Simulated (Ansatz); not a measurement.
A made-up structure of BSiNH₅, doublet:

```csv
atom,x (Å),y (Å),z (Å)
N1,-1.2960,0.8178,-0.5592
B2,0.1600,0.7251,-0.0133
Si3,1.0905,-1.1938,0.5477
H4,-1.9724,-0.0702,-0.7114
H5,-1.7746,1.7965,-0.8424
H6,0.8617,1.8610,0.1213
H7,0.3172,-2.6342,0.3859
H8,2.6136,-1.3023,1.0712
```

It is relaxed with PBE-D4/def2-SVP and then PBE0-D4/def2-TZVP (Ansatz 0.2.0). Atoms count as bonded within 1.22 times the sum of their covalent radii (H–H: 0.88 Å). The end point is not checked to be a true minimum.

Does its bonding change? (Judge from chemistry; the calculation decides.)

Computed: No: no bond forms or breaks.

Where it ends: The first stage lowers the energy by 1.48 eV in 10 steps. It ends as BSiNH₅ ([NH2][BH][SiH2]):
N1  (-1.153, 0.729, -0.510)
B2  (0.131, 0.650, 0.019)
Si3  (0.907, -1.048, 0.669)
H4  (-1.760, -0.063, -0.638)
H5  (-1.564, 1.599, -0.807)
H6  (0.763, 1.663, 0.126)
H7  (0.298, -2.357, 0.304)
H8  (2.377, -1.173, 0.836)
(Å)

Labels in which every atom is bracketed show which atoms are joined, not bond orders.

For scale, one of the runs: PBE0-D4/def2-TZVP relaxation, 129 basis functions, launched by `ansatz run in.yaml --threads 2 --pin off --events-out ev --progress --plain --max-ram 4352MiB`. The run took about 29 s on 2 CPU threads of an Arm Neoverse V1 (shared host).
